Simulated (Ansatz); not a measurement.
# ClH3Si: a nudged elastic band in two tries

Wanted: a band of images between two relaxed ends, and a check that the input is sound.

All numbers below are computed with Ansatz 0.2.0 (RHF/def2-TZVP).

## 1. The structure to begin with

Bond lengths: Si1–H2 1.467 Å, Si1–H3 1.467 Å, Si1–Cl4 2.058 Å, Si1–H5 1.466 Å. Angles: H2–Si1–H3 110.5°, H2–Si1–Cl4 108.4°, H2–Si1–H5 110.6°, H3–Si1–Cl4 108.4°, H3–Si1–H5 110.6°, Cl4–Si1–H5 108.4°.

Coordinates:

```xyz
5

Si    0.2422    0.0006    0.1714
H     0.2289    0.0351    1.6376
H     1.6202    0.0352   -0.3296
Cl   -0.7444    1.6666   -0.5264
H    -0.4558   -1.1909   -0.3222
```

## 2. First attempt

Input file input.yaml:

```yaml
crystal:
  periodic: [false, false, false]
  atoms:
    - { symbol: Si, position_ang: [0.242235, 0.000632, 0.171417] }
    - { symbol: H, position_ang: [0.228931, 0.035143, 1.63761] }
    - { symbol: H, position_ang: [1.620221, 0.035173, -0.329631] }
    - { symbol: Cl, position_ang: [-0.744433, 1.666631, -0.52636] }
    - { symbol: H, position_ang: [-0.455753, -1.190879, -0.322236] }
basis:
  gaussian: { orbitals: def2-TZVP }
hamiltonian:
  xc: hf
neb:
  order_check: false
  images: 5
  f_tol: 0.05
  max_iterations: 8
  final_atoms:
    - { symbol: Si, position_ang: [-0.40835613, -0.06505871, -1.32680803] }
    - { symbol: H, position_ang: [1.55898688, -0.16414445, 1.70531163] }
    - { symbol: H, position_ang: [2.13599727, -0.00479625, 1.27758099] }
    - { symbol: Cl, position_ang: [-1.36151146, 1.70186958, -0.77072525] }
    - { symbol: H, position_ang: [-1.03391556, -0.92117017, -0.25455934] }
  initial_path:
    images:
      - { positions_ang: [[0.242235, 0.000632, 0.171417], [0.228931, 0.035143, 1.63761], [1.620221, 0.035173, -0.329631], [-0.744433, 1.666631, -0.52636], [-0.455753, -1.190879, -0.322236]] }
      - { positions_ang: [[0.16144504, 0.00053092, 0.11424682], [0.48571157, 0.02274524, 1.5335062], [1.60766969, 0.0227647, -0.05282246], [-0.83002253, 1.69117927, -0.58686581], [-0.53360276, -1.19052013, -0.37726475]] }
      - { positions_ang: [[0.08065507, 0.00042984, 0.05707664], [0.74249213, 0.01034747, 1.42940241], [1.59511838, 0.0103564, 0.22398608], [-0.91561206, 1.71572755, -0.64737162], [-0.61145252, -1.19016126, -0.43229351]] }
      - { positions_ang: [[-0.00013489, 0.00032876, -9.353e-05], [0.9992727, -0.00205029, 1.32529861], [1.58256706, -0.0020519, 0.50079462], [-1.00120159, 1.74027582, -0.70787744], [-0.68930228, -1.18980239, -0.48732226]] }
      - { positions_ang: [[-0.13620864, -0.02146706, -0.4423317], [1.18584409, -0.05608168, 1.45196961], [1.7670438, -0.00296668, 0.75972341], [-1.12130488, 1.72747374, -0.72882671], [-0.80417337, -1.10025832, -0.40973462]] }
      - { positions_ang: [[-0.27228238, -0.04326289, -0.88456987], [1.37241549, -0.11011306, 1.57864062], [1.95152053, -0.00388147, 1.0186522], [-1.24140817, 1.71467166, -0.74977598], [-0.91904447, -1.01071425, -0.33214698]] }
      - { positions_ang: [[-0.40835613, -0.06505871, -1.32680803], [1.55898688, -0.16414445, 1.70531163], [2.13599727, -0.00479625, 1.27758099], [-1.36151146, 1.70186958, -0.77072525], [-1.03391556, -0.92117017, -0.25455934]] }
  spring: -5.0
```

Run with:

```bash
ansatz run input.yaml --threads 1 --pin off --max-ram 2048MiB --backend cpu --events-out ev --progress --plain --runs-dir out
```

**Question.** What will these runs give? Wanted: first try.

As calculated:

```
 quantity                                                                  value
first try                                                                refused
    cause  a negative spring would push the images apart instead of spacing them
```

**Reading.** The fault in the first input was caught at the input check and cost nothing.
